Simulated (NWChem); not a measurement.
The numbers come from NWChem runs, not from measurements. System: H$_{3}$Si, charge 0, spin multiplicity 2, at a geometry optimised with UPBE/def2-SVP. The structure started from a generated list of species. Its SCF solution wasn't tested for a lower state. Level: UPBE/def2-TZVP.

Input file:

```
start mol
memory heap 200 mb stack 900 mb global 1100 mb
geometry units angstroms nocenter noautoz
  Si    -0.000655     0.080401     0.000000
  H      1.437503    -0.363560     0.000000
  H     -0.714167    -0.381025     1.242320
  H     -0.714167    -0.381025    -1.242320
  symmetry group Cs
end
basis spherical
  * library def2-tzvp
end
dft
  xc xpbe96 cpbe96
  odft
  mult 2
  semidirect memsize 60000000 filesize 0
  iterations 100
end
task dft energy
```

Part of the output:

```
             Northwest Computational Chemistry Package (NWChem) 7.3.0
             --------------------------------------------------------

                                NWChem Input Module
                                -------------------

 Scaling coordinates for geometry "geometry" by  1.889725989
 (inverse scale =  0.529177249)

 Turning off AUTOSYM since
 SYMMETRY directive was detected!

                             Geometry "geometry" -> ""
                             -------------------------

 Output coordinates in angstroms (scale by  1.889725989 to convert to a.u.)

  No.       Tag          Charge          X              Y              Z
 ---- ---------------- ---------- -------------- -------------- --------------
    1 Si                  14.0000    -0.00065500     0.08040100     0.00000000
    2 H                    1.0000     1.43750300    -0.36356000     0.00000000
    3 H                    1.0000    -0.71416700    -0.38102500     1.24232000
    4 H                    1.0000    -0.71416700    -0.38102500    -1.24232000

 Effective nuclear repulsion energy (a.u.)      15.4055166071

            Nuclear Dipole moment (a.u.)
            ----------------------------
        X                 Y               Z
 ---------------- ---------------- ----------------
    -0.0000018897     0.0000075589     0.0000000000

      Symmetry information
      --------------------

 Group name             Cs
 Group number              2
 Group order               2
 No. of unique centers     3

      Symmetry unique atoms

     1    2    3


 Summary of "ao basis" -> "" (spherical)
 ------------------------------------------------------------------------------
       Tag                 Description            Shells   Functions and Types
 ---------------- ------------------------------  ------  ---------------------
 *                         def2-tzvp                  on all atoms

  pbe96 is a nonlocal functional; adding pw91lda local functional.

                                 NWChem DFT Module
                                 -----------------

 Summary of "ao basis" -> "ao basis" (spherical)
 ------------------------------------------------------------------------------
       Tag                 Description            Shells   Functions and Types
 ---------------- ------------------------------  ------  ---------------------
 Si                        def2-tzvp                13       37   5s5p2d1f
 H                         def2-tzvp                 4        6   3s1p

 Summary of "ao basis" -> "ao basis" (spherical)
 ------------------------------------------------------------------------------
       Tag                 Description            Shells   Functions and Types
 ---------------- ------------------------------  ------  ---------------------
 Si                        def2-tzvp                13       37   5s5p2d1f
 H                         def2-tzvp                 4        6   3s1p

      Symmetry analysis of basis
      --------------------------

        a'         36
        a"         19

            General Information
            -------------------
          SCF calculation type: DFT
          Wavefunction type:  spin polarized.
          No. of atoms     :     4
          No. of electrons :    17
           Alpha electrons :     9
            Beta electrons :     8
          Charge           :     0
          Spin multiplicity:     2
          Use of symmetry is: on ; symmetry adaption is: on
          Maximum number of iterations: 100
          AO basis - number of functions:    55
                     number of shells:    25
          Convergence on energy requested:  1.00D-06
          Convergence on density requested:  1.00D-05
          Convergence on gradient requested:  5.00D-04

              XC Information
              --------------
          PerdewBurkeErnzerhof Exchange Functional  1.000
            Perdew 1991 LDA Correlation Functional  1.000 local
           PerdewBurkeErnz. Correlation Functional  1.000 non-local

             Grid Information
             ----------------
          Grid used for XC integration:  medium
          Radial quadrature: Mura-Knowles
          Angular quadrature: Lebedev.
          Tag              B.-S. Rad. Rad. Pts. Rad. Cut. Ang. Pts.
          ---              ---------- --------- --------- ---------
          Si                  1.10       88           8.0       590
          H                   0.35       45           8.0       434
          Grid pruning is: on
          Number of quadrature shells:   178
          Spatial weights used:  Erf1

          Convergence Information
          -----------------------
          Convergence aids based upon iterative change in
          total energy or number of iterations.
          Levelshifting, if invoked, occurs when the
          HOMO/LUMO gap drops below (HL_TOL):  1.00D-02
          DIIS, if invoked, will attempt to extrapolate
          using up to (NFOCK): 10 stored Fock matrices.

                    Damping( 0%)  Levelshifting(0.5)       DIIS
                  --------------- ------------------- ---------------
          dE  on:    start            ASAP                start
          dE off:    2 iters        100 iters           100 iters

      Screening Tolerance Information
      -------------------------------
          Density screening/tol_rho:  1.00D-10
          AO Gaussian exp screening on grid/accAOfunc:  14
          CD Gaussian exp screening on grid/accCDfunc:  20
          XC Gaussian exp screening on grid/accXCfunc:  20
          Schwarz screening/accCoul:  1.00D-08
[...]
    17      0.313880  1 Si pz                45      0.226742  3 H  s
    51     -0.226742  4 H  s                 44      0.142930  3 H  s
    50     -0.142930  4 H  s                 46      0.137924  3 H  s
    52     -0.137924  4 H  s                  8     -0.131743  1 Si pz
    14      0.125417  1 Si pz                20      0.102072  1 Si pz

 Vector    8  Occ=1.000000D+00  E=-3.196638D-01  Symmetry=a'
              MO Center=  4.8D-01, -2.2D-01, -3.4D-15, r^2= 2.2D+00
   Bfn.  Coefficient  Atom+Function         Bfn.  Coefficient  Atom+Function
  ----- ------------  ---------------      ----- ------------  ---------------
    15      0.313870  1 Si px                39      0.261820  2 H  s
    38      0.165042  2 H  s                 40      0.159262  2 H  s
     6     -0.131738  1 Si px                45     -0.130908  3 H  s
    51     -0.130908  4 H  s                 12      0.125414  1 Si px
    18      0.102071  1 Si px                44     -0.082520  3 H  s

 Vector    9  Occ=1.000000D+00  E=-1.958955D-01  Symmetry=a'
              MO Center= -3.4D-03,  4.2D-01, -4.7D-15, r^2= 2.3D+00
   Bfn.  Coefficient  Atom+Function         Bfn.  Coefficient  Atom+Function
  ----- ------------  ---------------      ----- ------------  ---------------
    16      0.492332  1 Si py                19      0.336088  1 Si py
     5      0.316076  1 Si s                  4      0.211429  1 Si s
     7     -0.162593  1 Si py                13      0.150458  1 Si py
     3     -0.121533  1 Si s                 40     -0.086018  2 H  s
    46     -0.086022  3 H  s                 52     -0.086022  4 H  s

 Vector   10  Occ=0.000000D+00  E= 2.852785D-03  Symmetry=a'
              MO Center= -2.9D-01,  2.5D-01,  1.7D-10, r^2= 3.9D+00
   Bfn.  Coefficient  Atom+Function         Bfn.  Coefficient  Atom+Function
  ----- ------------  ---------------      ----- ------------  ---------------
    18      1.300265  1 Si px                40     -1.153573  2 H  s
    46      0.577134  3 H  s                 52      0.577134  4 H  s
    15      0.297890  1 Si px                28      0.119503  1 Si d  0
    39     -0.111683  2 H  s                 23      0.105454  1 Si d  0
    38     -0.099379  2 H  s                 12      0.091472  1 Si px

 Vector   11  Occ=0.000000D+00  E= 2.856392D-03  Symmetry=a"
              MO Center=  2.9D-01,  2.6D-01, -1.7D-10, r^2= 3.9D+00
   Bfn.  Coefficient  Atom+Function         Bfn.  Coefficient  Atom+Function
  ----- ------------  ---------------      ----- ------------  ---------------
    20      1.300361  1 Si pz                46     -0.999259  3 H  s
    52      0.999259  4 H  s                 17      0.297892  1 Si pz
    29     -0.137263  1 Si d  1              24     -0.121077  1 Si d  1
    45     -0.096734  3 H  s                 51      0.096734  4 H  s
    14      0.091470  1 Si pz                 8     -0.089020  1 Si pz

 Vector   12  Occ=0.000000D+00  E= 6.577349D-03  Symmetry=a'
              MO Center=  2.6D-03, -3.2D-01,  1.1D-13, r^2= 4.5D+00
   Bfn.  Coefficient  Atom+Function         Bfn.  Coefficient  Atom+Function
  ----- ------------  ---------------      ----- ------------  ---------------
     5      1.795793  1 Si s                 40     -0.988879  2 H  s
    46     -0.988450  3 H  s                 52     -0.988450  4 H  s
    19     -0.667533  1 Si py                 4      0.443921  1 Si s
     3     -0.244048  1 Si s                 16     -0.159782  1 Si py
    30     -0.128839  1 Si d  2              25     -0.086947  1 Si d  2

                     DFT Final Beta Molecular Orbital Analysis
                     -----------------------------------------

 Vector    6  Occ=1.000000D+00  E=-4.688164D-01  Symmetry=a'
              MO Center=  1.5D-03, -1.8D-01,  3.8D-16, r^2= 1.8D+00
   Bfn.  Coefficient  Atom+Function         Bfn.  Coefficient  Atom+Function
  ----- ------------  ---------------      ----- ------------  ---------------
     4      0.567626  1 Si s                  3     -0.341637  1 Si s
     5      0.257388  1 Si s                 39      0.115106  2 H  s
    45      0.115109  3 H  s                 51      0.115109  4 H  s
    38      0.083900  2 H  s                 44      0.083902  3 H  s
    50      0.083902  4 H  s                  2      0.081972  1 Si s

 Vector    7  Occ=1.000000D+00  E=-3.134552D-01  Symmetry=a"
              MO Center= -4.9D-01, -2.4D-01,  4.1D-16, r^2= 2.2D+00
   Bfn.  Coefficient  Atom+Function         Bfn.  Coefficient  Atom+Function
  ----- ------------  ---------------      ----- ------------  ---------------
    17      0.296852  1 Si pz                45      0.231777  3 H  s
    51     -0.231777  4 H  s                 44      0.144415  3 H  s
    46      0.144757  3 H  s                 50     -0.144415  4 H  s
    52     -0.144757  4 H  s                  8     -0.129704  1 Si pz
    14      0.125688  1 Si pz                20      0.096880  1 Si pz

 Vector    8  Occ=1.000000D+00  E=-3.134524D-01  Symmetry=a'
              MO Center=  4.9D-01, -2.3D-01,  1.3D-17, r^2= 2.2D+00
   Bfn.  Coefficient  Atom+Function         Bfn.  Coefficient  Atom+Function
  ----- ------------  ---------------      ----- ------------  ---------------
    15      0.296843  1 Si px                39      0.267633  2 H  s
    38      0.166756  2 H  s                 40      0.167153  2 H  s
    45     -0.133815  3 H  s                 51     -0.133815  4 H  s
     6     -0.129699  1 Si px                12      0.125684  1 Si px
    18      0.096879  1 Si px                44     -0.083377  3 H  s

 Vector    9  Occ=0.000000D+00  E=-1.286223D-01  Symmetry=a'
              MO Center= -2.9D-03,  3.6D-01, -1.5D-15, r^2= 2.6D+00
   Bfn.  Coefficient  Atom+Function         Bfn.  Coefficient  Atom+Function
  ----- ------------  ---------------      ----- ------------  ---------------
    19      0.414981  1 Si py                16      0.393790  1 Si py
     5      0.380461  1 Si s                  4      0.243507  1 Si s
    13      0.159478  1 Si py                 7     -0.155073  1 Si py
     3     -0.141252  1 Si s                 40     -0.101411  2 H  s
    46     -0.101416  3 H  s                 52     -0.101416  4 H  s

 Vector   10  Occ=0.000000D+00  E= 2.008196D-02  Symmetry=a'
              MO Center= -3.6D-01,  1.8D-01,  3.1D-10, r^2= 4.0D+00
   Bfn.  Coefficient  Atom+Function         Bfn.  Coefficient  Atom+Function
  ----- ------------  ---------------      ----- ------------  ---------------
    18      1.377460  1 Si px                40     -1.209177  2 H  s
    46      0.605527  3 H  s                 52      0.605527  4 H  s
    15      0.281572  1 Si px                28      0.134751  1 Si d  0
    39     -0.113123  2 H  s                 23      0.109226  1 Si d  0
    38     -0.096043  2 H  s                 12      0.092206  1 Si px

 Vector   11  Occ=0.000000D+00  E= 2.008545D-02  Symmetry=a"
              MO Center=  3.5D-01,  1.8D-01, -3.1D-10, r^2= 4.0D+00
   Bfn.  Coefficient  Atom+Function         Bfn.  Coefficient  Atom+Function
  ----- ------------  ---------------      ----- ------------  ---------------
    20      1.377560  1 Si pz                46     -1.047756  3 H  s
    52      1.047756  4 H  s                 17      0.281574  1 Si pz
    29     -0.155602  1 Si d  1              24     -0.125616  1 Si d  1
    45     -0.097992  3 H  s                 51      0.097992  4 H  s
    14      0.092206  1 Si pz                 8     -0.088069  1 Si pz

   alpha - beta orbital overlaps
   -----------------------------

   alpha      1      2      3      4      5      6      7      8      9     10
    beta      1      2      5      3      4      6      7      8      9     10
 overlap   1.000  1.000  1.000  1.000  1.000  0.997  1.000  1.000  0.992  0.994

   alpha     11     12     13     14     15     16     17     18     19     20
    beta     11     12     15     13     14     16     17     18     19     20
 overlap   0.994  0.993  0.983  0.961  0.961  0.954  0.954  0.996  0.995  0.995

   alpha     21     22     23     24     25     26     27     28     29     30
    beta     21     22     23     24     25     26     27     28     29     30
 overlap   0.991  0.998  0.999  0.999  1.000  0.919  0.919  0.905  0.905  0.970

   alpha     31     32     33     34     35     36     37     38     39     40
    beta     31     32     33     34     35     36     37     39     38     40
 overlap   0.970  0.967  0.967  0.995  0.995  0.986  0.991  0.999  0.999  1.000

   alpha     41     42     43     44     45     46     47     48     49     50
    beta     41     42     43     44     45     46     47     48     49     50
 overlap   1.000  1.000  1.000  1.000  1.000  1.000  1.000  1.000  1.000  1.000

   alpha     51     52     53     54     55
    beta     51     52     53     54     55
 overlap   1.000  1.000  1.000  1.000  1.000

     --------------------------
     Expectation value of S2:
     --------------------------
      <S2> =      0.7528 (Exact =     0.7500)

 center of mass
 --------------
 x =  -0.00055375 y =   0.06796556 z =   0.00000000

 moments of inertia (a.u.)
 ------------------
          13.132465494333          -0.073688439801           0.000000000000
          -0.073688439801          22.217435513760           0.000000000000
           0.000000000000           0.000000000000          13.131656388094

     Multipole analysis of the density
     ---------------------------------

     L   x y z        total         alpha         beta         nuclear
     -   - - -        -----         -----         ----         -------
     0   0 0 0     -0.000000     -9.000000     -8.000000     17.000000

     1   1 0 0     -0.000124      0.003799     -0.003921     -0.000002
     1   0 1 0      0.013717     -0.467964      0.481673      0.000008
     1   0 0 1     -0.000000      0.000000     -0.000000      0.000000

     2   2 0 0    -11.813676    -12.282141    -10.553589     11.022054
     2   1 1 0      0.003141     -0.021881     -0.049523      0.074546
     2   1 0 1     -0.000000     -0.000000     -0.000000      0.000000
     2   0 2 0    -12.199641     -9.581937     -4.449791      1.832086
     2   0 1 1      0.000000     -0.000000      0.000000      0.000000
     2   0 0 2    -11.813617    -12.282408    -10.554077     11.022868

 Task  times  cpu:        0.7s     wall:        0.7s

 Total times  cpu:        0.7s     wall:        0.7s
```
